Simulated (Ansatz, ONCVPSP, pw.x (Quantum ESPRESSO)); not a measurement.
What a changed setting does to a pw.x run (fcc W)

Potential: optimised norm-conserving Vanderbilt (ONCV), ONCVPSP 4.0.1.1 (patched build), PBEsol; core [Kr] 4d10 4f14, reference 5s2 5p6 5d4 6s1; waves: 5s+6s: rc 1.90 bohr, ncon 4, nbas 8, qcut 5.2 1/bohr, 2 projectors; 5p: rc 1.70 bohr, ncon 3, nbas 7, qcut 7.6 1/bohr, 2 projectors, debl 0.7 Ha; 5d: rc 2.50 bohr, ncon 4, nbas 9, qcut 6.7 1/bohr, 1 projector; local part: polynomial inside 1.25 bohr (lpopt 5, dvloc0 0 Ha); core correction: Teter function, fcfact 2.75, rcfact 1.5. In the p channel the program set the typed energies aside and used -1.865, 0.250 Ha.

The reference run (k-mesh 14³, cutoffs 55/220 Ry, Fermi–Dirac 0.01 Ry, mixing_beta 0.4, conv_thr 1e-9, no spin) gives -3.38 GPa at 15.995 Å³/atom, where all-electron LAPW gives 0.14 GPa. This run, with its own iteration cap, changes degauss to 0.005.

```
&control
  calculation='scf', prefix='x', pseudo_dir='./', outdir='./tmp', tstress=.true., disk_io='none'
/
&system
  ibrav=0, nat=1, ntyp=1, ecutwfc=55, ecutrho=220, nbnd=15,
  occupations='smearing', smearing='fd', degauss=0.005
/
&electrons
  conv_thr=1e-09, mixing_beta=0.4, electron_maxstep=70
/
ATOMIC_SPECIES
W 1.0 W.UPF
CELL_PARAMETERS angstrom
  0.00000000 1.99979164 1.99979164
  1.99979164 0.00000000 1.99979164
  1.99979164 1.99979164 0.00000000
ATOMIC_POSITIONS crystal
W 0.0000 0.0000 0.0000
K_POINTS automatic
14 14 14 0 0 0
```

```bash
pw.x < W.scf.in > W.scf.out
```

Problem. How does the run end?

Solution. It converges in 9 iterations; the free energy moves by +26.7 meV/atom and the pressure by -0.29 GPa. In a metal, with Fermi–Dirac smearing, F lies below its zero-width value by a term in the square of the width.

```
Message from routine setup:
     using ibrav=0 with symmetry is DISCOURAGED, use correct ibrav instead
     lattice parameter (alat)  =       5.3444  a.u.
     unit-cell volume          =     107.9396 (a.u.)^3
     number of electrons       =        14.00
     number of Kohn-Sham states=           15
     kinetic-energy cutoff     =      55.0000  Ry
     charge density cutoff     =     220.0000  Ry
     scf convergence threshold =      1.0E-09
     Exchange-correlation= PBESOL
     number of k points=   104  Fermi-Dirac smearing, width (Ry)=  0.0050
     iteration #  1     ecut=    55.00 Ry     beta= 0.40
     total energy              =    -146.39519289 Ry
     estimated scf accuracy    <       0.75793219 Ry
     iteration #  2     ecut=    55.00 Ry     beta= 0.40
     total energy              =    -146.39723849 Ry
     estimated scf accuracy    <       0.09123106 Ry
     iteration #  3     ecut=    55.00 Ry     beta= 0.40
     total energy              =    -146.41784206 Ry
     estimated scf accuracy    <       0.00101237 Ry
     [... 3 iterations left out ...]
     iteration #  7     ecut=    55.00 Ry     beta= 0.40
     total energy              =    -146.41801718 Ry
     estimated scf accuracy    <          3.3E-09 Ry
     iteration #  8     ecut=    55.00 Ry     beta= 0.40
     total energy              =    -146.41801717 Ry
     estimated scf accuracy    <          7.8E-09 Ry
     iteration #  9     ecut=    55.00 Ry     beta= 0.40
     the Fermi energy is    21.4808 ev
!    total energy              =    -146.41801718 Ry
     estimated scf accuracy    <          1.9E-11 Ry
     smearing contrib. (-TS)   =      -0.00133933 Ry
     The total energy is F=E-TS. E is the sum of the following terms:
     one-electron contribution =     -17.87812564 Ry
     hartree contribution      =      16.83198582 Ry
     xc contribution           =     -26.47412963 Ry
     ewald contribution        =    -118.89640840 Ry
     convergence has been achieved in   9 iterations
          total   stress  (Ry/bohr**3)                   (kbar)     P=      -36.70
     Message from routine punch:
     Nothing written, as per user request (disk_io='none')
```

The run took about 10 s on one core of a shared host (Neoverse-V2, 96 threads, 742 GiB, load 31).
